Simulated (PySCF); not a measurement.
Gas-phase reaction: SiH2Cl + Cl = SiHCl + HCl. Level: PBE0/def2-QZVP†; standard pressure 1 bar.

Computed with PySCF and rigid-rotor harmonic-oscillator thermochemistry at 1 bar. † marks an energy on the PBE0/def2-TZVP geometry and frequencies. Open shells (unrestricted): SiH2Cl (multiplicity 2), Cl (multiplicity 2, electronic degeneracy 6); the rest are closed-shell singlets. Spin-orbit splitting is ignored; it lowers the true energy and changes the entropy of Cl. SiH2Cl, SiHCl: computed as isolated molecules; such fragments, hydroxides, amides, oligomers or adducts are transient or little studied in the gas. The harmonic model lacks anharmonicity and excited electronic states, which grow with temperature; levels with a mode under 35 cm⁻¹ are left out.

| T (K) | 1000/T (1/K) | log10 K |
|---|---|---|
| 500 | 2.0000 | 17.93 |
| 600 | 1.6667 | 15.00 |
| 800 | 1.2500 | 11.32 |
| 1000 | 1.0000 | 9.10 |
| 1200 | 0.8333 | ? |
| 1400 | 0.7143 | 6.53 |

Task: Fit log10 K = a + b·(1000/T) to the five rows, get the mean ΔH° and ΔS°, and predict log10 K at 1200 K.

Result: Means: 1000/T = 1.3262, log10 K = 11.976. Sums of products about the means: Sxy = 9.36202, Sxx = 1.056581, so b = Sxy/Sxx = 8.86 and a = 11.976 − (8.86)×1.3262 = 0.23.
ΔH° = −R ln 10 × 1000 K × b = −19.145 × (8.86) = -170 kJ; ΔS° = R ln 10 × a = 4 J/K. The run's own values go from -168 kJ and 7 J/K at 500 K to -174 kJ and 0 J/K at 1400 K.
Prediction at 1200 K: 0.23 + (8.86)×0.8333 = 7.61. The computed value is 7.60, 0.01 from the line.
For scale, ΔH°(298 K) is -168 kJ at this level, -193 kJ at ωB97M-V/def2-TZVP†, and runs from -215 to -55 kJ over the 20 levels computed.
